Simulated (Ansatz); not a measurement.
CH6Si2: a saddle search.

in.yaml

```yaml
crystal:
  periodic: [false, false, false]
  atoms:
    - {symbol: C, position_ang: [-0.379600, 0.884300, 0.283400]}
    - {symbol: Si, position_ang: [0.879400, -1.041000, -0.092800]}
    - {symbol: Si, position_ang: [-0.623200, -0.380700, -1.568600]}
    - {symbol: H, position_ang: [-1.883800, -1.039900, -1.076200]}
    - {symbol: H, position_ang: [-0.281400, 0.644100, 1.340200]}
    - {symbol: H, position_ang: [-1.390500, 1.264400, 0.166700]}
    - {symbol: H, position_ang: [0.310500, 1.690800, 0.056400]}
    - {symbol: H, position_ang: [1.201700, -1.660400, 1.220000]}
    - {symbol: H, position_ang: [2.166800, -0.361700, -0.328900]}
basis:
  gaussian: {orbitals: def2-SVP}
magnetization: {spin_polarized: true, initial_magnetization: 1}
hamiltonian: {xc: pbe0, dispersion: d4}
saddle:
  max_steps: 30
  mode_guess:
    - [-0.1590, 0.2324, -0.0825]
    - [0.0807, -0.2736, -0.0043]
    - [0.0339, 0.0427, 0.2339]
    - [0.2002, -0.0649, 0.2159]
    - [-0.0269, 0.1257, -0.1660]
    - [-0.0767, 0.2964, -0.0062]
    - [-0.1281, 0.1919, -0.1312]
    - [0.2103, -0.3901, -0.3716]
    - [-0.1345, -0.1604, 0.3120]
```

Launched with

```bash
ansatz run in.yaml --threads 2 --pin off --events-out ev --progress --plain --max-ram 4352MiB
```

What Ansatz 0.2.0 printed:

```
Error: a molecule whose nuclei and cores have a total charge of 40 cannot have a net charge of 0 together with 1 unpaired electrons
```

Hardware: 2 CPU threads of an AMD EPYC 7R43, shared host. Wall time about 0.05 s.


The program refused the input. An even number of electrons needs an even number of unpaired ones, and an odd number an odd one; the charge and spin typed don't fit together.